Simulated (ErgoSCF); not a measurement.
# C2H5F (SMILES CCF) in ErgoSCF

Wanted: the energy of C2H5F.

The calculation is run with ErgoSCF 3.8.

8 further runs of the same task are left out: 4 that didn't finish, 4 set aside as unsound or not needed.

### Step 1. Starting point

The species is C2H5F (8 atoms), meant as a singlet with charge 0. As SMILES, `CCF`. The coordinates come from a PBE0-D4/def2-TZVP relaxation.

Bond lengths: C1–C2 1.504 Å, C2–F3 1.386 Å, C1–H4 1.093 Å, C1–H5 1.092 Å, C1–H6 1.091 Å, C2–H7 1.094 Å, C2–H8 1.094 Å. Some angles: C1–C2–F3 110.1°, C1–C2–H7 111.6°, C1–C2–H8 111.6°, F3–C2–H7 107.4°, F3–C2–H8 107.4°, C2–C1–H4 109.9°, C2–C1–H5 110.8°, C2–C1–H6 110.8°, H7–C2–H8 108.6°, H4–C1–H5 108.4°.

### Step 2. The job

mol.xyz

```xyz
8

C     -0.431700     0.566900    -0.264600
C      0.378400    -0.599100     0.230500
F      1.663300    -0.186400     0.546500
H     -1.443900     0.237400    -0.512600
H      0.018600     0.998500    -1.160400
H     -0.500300     1.343000     0.499800
H      0.464000    -1.381500    -0.529800
H     -0.056300    -1.036000     1.134800
```

Command:

```sh
$ ergo -m mol.xyz -e 'set_nthreads(1)' -e 'scf.force_unrestricted = 1' -e 'tmpdir = "."' -e 'scf.output_mulliken_pop = 1' -e 'scf.max_number_of_iterations = 100' -e 'basis = "43-1G"' -e 'XC.type = "GC2"' -e 'scf.use_diagonalization = 1' -e 'scf.starting_guess_disturbance = 0.02' -e 'run "B3P86-G"'
```

The log of the run:

```text
INMA ERGO version 3.8
INMA  force_unrestricted := 1
INMA  output_mulliken_pop := 1
INMA  max_number_of_iterations := 100
INMA  basis := 43-1G
INMA Basis really set to 43-1G
INMA  type := GC2
INMA  use_diagonalization := 1
INMA  starting_guess_disturbance := 0.02
INMA running B3P86-G
ERIN error opening file '43-1G'
ERIN error in read_basisset_file for standard basis set.
ERMA error in basisInfo->add_basisfuncs_for_molecule for main basis set, Basis='43-1G'
```

The script printed:

```text
line 1: RUN failed
line 1: Aborted.
```

Run time: 0.51 s. Hardware: 1 thread of Intel Xeon 6975P-C (Granite Rapids), shared host; peak memory 0.27 GiB.

### Step 3. Reading the log

The input was rejected.

The telling line is `ERMA error in basisInfo->add_basisfuncs_for_molecule for main basis set, Basis='43-1G'`. What is wrong: the input names a basis that the program doesn't know. To mend it: basis set 4-31G in place of 43-1G.
